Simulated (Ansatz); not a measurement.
Basis-set extrapolation for `C=C=CS` (PBE0-D4/def2-TZVP geometry, frozen core, the Gaussian-basis code of Ansatz). Multiplicity 1, RHF reference.

```csv
,def2-TZVPP,def2-QZVPP
HF,-513.448532,-513.464782
MP2 correlation,-0.646945,-0.692610
CCSD(T) correlation,-0.719031,not run
```

Energies in hartree. Use E(X) = E(∞) + A·exp(−7.88·√X) for Hartree–Fock and E(X) = E(∞) + B·X^(−2.97) for correlation, with X = 3 and 4, and add CCSD(T) minus MP2 of the smaller set to the MP2 limit.

Problem. What is the CCSD(T) energy at the basis-set limit?

Solution. HF limit: -513.464782 + (-0.016250) × 0.13774 = -513.46702. MP2 limit: -0.692610 + (-0.045665) × 0.74074 = -0.72644. Higher-order term: -0.719031 − (-0.646945) = -0.07209. Total: -514.26555 hartree, 257.3 kJ/mol below CCSD(T)/def2-TZVPP.
